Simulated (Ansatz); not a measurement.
`[AlH][O][SiH3]` radical at its PBE0-D4/def2-TZVP geometry, where that method's forces vanish. Total charge 0; spin multiplicity 2.

```xyz
7

Al    0.3858    1.3399    1.7482
O     0.1033    0.3208    0.4318
Si   -0.3596   -0.7948   -0.6577
H     1.3851    2.5723    1.4839
H     0.0932   -0.3971   -2.0169
H     0.2338   -2.1166   -0.3219
H    -1.8416   -0.9244   -0.6674
```

(1) What forces (eV/Å) does r2SCAN-D4/def2-TZVPP give on these atoms in Ansatz? (Best estimate.)

Results:

(1) Computed: 
```
Al1  0.022  0.054  0.047
O2   0.013  0.013 -0.003
Si3 -0.026 -0.056 -0.057
H4  -0.014 -0.019  0.003
H5  -0.013 -0.017  0.029
H6  -0.015  0.028 -0.013
H7   0.034 -0.003 -0.005
```
